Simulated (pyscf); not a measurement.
Homolytic dissociation enthalpies at 298 K of B–C bonds in 6 gas-phase molecules, in kcal/mol. Structures and frequencies: ωB97X-D3(BJ)/def2-SVP in PySCF. Both columns use the same structures and thermal terms. Rows were drawn at random from the closed-shell molecules with such a bond whose radicals are computed, keep their shape and have no isomer in the data more than 5 kcal/mol lower.

```csv
row,molecule,radicals,B3LYP-D3(BJ)/def2-TZVP,ωB97M-D3(BJ)/def2-TZVP
1,H₃C–B(CH₃)–CH₂–Cl,[H₃C–B–CH₃]• + •H₂C–Cl,96.0,101.6
2,H₃C–CH(CH₃)–B(Br)–Br,H₃C–CH•–CH₃ + [Br–B–Br]•,92.2,98.9
3,Cl–CH₂–CH₂–B(Cl)–Cl,•H₂C–CH₂–Cl + [Cl–B–Cl]•,97.0,103.8
4,H₃C–CH₂–B(CH₃)–CH₃,•H₂C–CH₃ + [H₃C–B–CH₃]•,94.7,?
5,Cl–BH–CH₂–CH₂–Cl,[HB–Cl]• + •H₂C–CH₂–Cl,97.2,103.3
6,H₃C–CH₂–B(OH)–OH,•H₂C–CH₃ + [HO–B–OH]•,97.4,103.8
```

**Question.** Fit a line that carries the B3LYP-D3(BJ) values to the last column and predict row 4.

**Answer.** In the 5 complete rows the last column lies 5.6 to 6.8 kcal/mol from B3LYP-D3(BJ) (mean 6.3, median 6.4). Least squares gives y = 12.1 + 0.94·x with residuals of 0.4 kcal/mol (root mean square). For row 4: 12.1 + 0.94 × 94.7 = 101.1 kcal/mol. The computed value is 100.8 kcal/mol, 0.3 under the line. Elements up to Kr have no core potential and no relativistic terms here.
